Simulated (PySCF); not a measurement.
# Two-photon absorption: `C=CC#CC`, C$_{5}$H$_{6}$

Cartesian coordinates in Å; atom numbers follow the order of the lines, from 1:
```xyz
11

C    -2.504    0.321   -0.153
C    -1.488   -0.471   -0.494
C    -0.134   -0.239   -0.148
C     1.029   -0.076    0.126
C     2.420    0.140    0.464
H    -2.352    1.222    0.429
H    -3.517    0.081   -0.452
H    -1.685   -1.367   -1.079
H     2.515    0.698    1.399
H     2.949   -0.809    0.581
H     2.928    0.711   -0.319
```

Computed with TDDFT CAM-B3LYP/def2-TZVPD excited states, vertical, gas phase in PySCF 2.14.0. Geometry: PBE0-D3(BJ)/def2-TZVP.

(1) How strongly do the lowest singlets absorb one photon, and two photons of half the energy?

Answers

(1) δ for parallel linear polarisation; σ at the peak of a Lorentzian of half width 0.1 eV, single beam; Ω is circular over linear.
```csv
state,E (eV),f,photon λ (nm),δ (au),σ (GM),Ω,main
S1,5.31,0.000,467,<0.1,0.00,–,HOMO−1→LUMO 0.95
S2,5.56,0.316,446,112,1.26,0.61,HOMO→LUMO 0.85
S3,5.98,0.002,415,15.2,0.20,1.50,"HOMO→LUMO+1 0.59, HOMO→LUMO+2 0.21"
S4,6.39,0.003,388,5.59,0.08,1.50,"HOMO→LUMO+1 0.32, HOMO→LUMO+2 0.23"
S5,6.80,0.031,365,14.3,0.24,0.57,HOMO−1→LUMO+1 0.91
S6,6.99,0.013,355,86.5,1.55,1.50,"HOMO→LUMO+2 0.49, HOMO→LUMO+5 0.31"
```

Among these, the strongest one-photon state is S2, the strongest two-photon state S6, with a dipole change of 0.8 D (relaxed, norm of the difference vector).
